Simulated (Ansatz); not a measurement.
**H$_{3}$Si–BH$_{2}$, triplet: the ladder up to UCCSDT(Q)**

Geometry: displaced at random from a stationary point.

```json
{"atom": "Si", "x (Å)": "0.0289", "y (Å)": "0.0068", "z (Å)": "0.5807"}
{"atom": "B", "x (Å)": "0.0103", "y (Å)": "0.0152", "z (Å)": "-1.4981"}
{"atom": "H", "x (Å)": "0.6209", "y (Å)": "-1.2479", "z (Å)": "1.0591"}
{"atom": "H", "x (Å)": "0.7040", "y (Å)": "1.1582", "z (Å)": "1.0773"}
{"atom": "H", "x (Å)": "-1.5070", "y (Å)": "-0.0916", "z (Å)": "0.9084"}
{"atom": "H", "x (Å)": "-0.2984", "y (Å)": "-1.1679", "z (Å)": "-1.5931"}
{"atom": "H", "x (Å)": "-0.4364", "y (Å)": "0.9955", "z (Å)": "-1.5630"}
```

Basis cc-pVDZ; Ansatz 0.2.0. Only valence electrons are correlated (noble-gas cores frozen), which leaves 12 electrons in 51 orbitals. R marks a restricted (for open shells ROHF) determinant, U an unrestricted one.

Full CI isn't at hand for all of this; UCCSDT(Q) serves as the reference, and is uncertain by the last step of the cluster series or more. The frozen core follows each run's orbitals, which can shift R against U totals by a few meV.

For open shells CISD is restricted-active-space CI with the open shells as a complete middle space.

The UHF ⟨S²⟩ is 2.013 and the T1 diagnostic (RCCSD) is 0.0188. The largest doubles amplitude (RCCSD) is 0.020 and the T1 diagnostic (UCCSD) is 0.0138.

| level | E − E(RHF) (eV) |
| --- | --- |
| UHF | -0.1020 |
| RMP2 | -4.9608 |
| UMP2 | -4.9624 |
| RCCSD | -6.1830 |
| UCCSD | -6.1849 |
| RCCSD(T) | -6.3188 |
| UCCSD(T) | -6.3192 |

(1) Estimate how far UCCSDT(Q) in cc-pVDZ lies from RCCSD(T). The table doesn't fix it; the size of (T) and the diagnostics are the guide.

(1) UCCSDT(Q) in cc-pVDZ lies 36 meV below RCCSD(T), which is 27 % of the (T) step (-136 meV). The diagnostics give no warning, yet the rest is a sizeable part of (T).

The other levels:

| level | E − E(UCCSDT(Q)) (meV) | share of correlation (%) | wall time |
| --- | --- | --- | --- |
| CISD | 657 | 89.67 | 7.5 s |
| BCCD(T) | 36 | 99.44 | 2.8 s |
| RCCSDT | 5 | 99.92 | – |
| UCCSDT | 5 | 99.93 | – |
| RCCSDT(Q) | 1 | 99.99 | 3.3 min |

The correlation energy at UCCSDT(Q), counted from RHF, is -6.355 eV. That run took 2.9 min on 1 thread of Arm Neoverse V1, shared host.

Times hold each run's SCF and search for its determinant on a shared host, so for small cases they say little of a method's own cost; they ran on 1 thread of Arm Neoverse V1.
